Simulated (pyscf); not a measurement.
H₃C–Zn–Cl + H• -> CH₄ + [Cl–Zn]•, a substitution at C (doublet surface; C–Zn broken, C–H formed). PySCF, gas phase, ωB97X-D3(BJ)/def2-SVP geometries. Energies in kcal/mol from the separated reactants.

Small-basis levels: PySCF, no dispersion term, spherical d functions. AM1 to PM7: differences of heats of formation from MOPAC. GFN2-xTB: tblite. Open shells are spin-unrestricted. 

```csv
level,barrier,reaction energy
HF/3-21G,?,-29.5
HF/6-31G*+LANL2DZ,26.5,-44.3
MP2/6-31G*+LANL2DZ,25.6,-35.5
SVWN5/6-31G*+LANL2DZ,-3.5,-42.4
BP86/6-31G*+LANL2DZ,0.7,-48.4
B3LYP/LANL2DZ,6.5,-47.7
M06-2X/6-31G*+LANL2DZ,9.9,-45.6
B3LYP/6-311+G**+LANL2DZ,5.2,-48.6
PBE/def2-SVP,9.1,-31.0
GFN2-xTB,12.0,-48.7
PM6,16.0,-32.9
PM7,16.4,-17.3
ωB97M-D3(BJ)/def2-TZVP,?,-36.4
```

Q: What belongs in the gaps?

A: 
- HF/3-21G, barrier: 31.2
- ωB97M-D3(BJ)/def2-TZVP, barrier: 15.7

Against the last row the barrier runs from -19.2 (SVWN5/6-31G*+LANL2DZ) to +15.4 kcal/mol (HF/3-21G). At SVWN5/6-31G*+LANL2DZ this geometry lies under one side, so the entry may be no barrier of that level: it is a single point on another level's saddle. ωB97M-D3(BJ)/def2-TZVP has limits of its own. Abstraction by the radical was not located in this set and often lies lower. One saddle was located; it need not be the lowest between these sides. The angle at the attacked C is 180°. The term symbol of open-shell Cl–Zn was not checked; spin-orbit terms are left out. In the def2 sets elements up to Kr have no core potential.
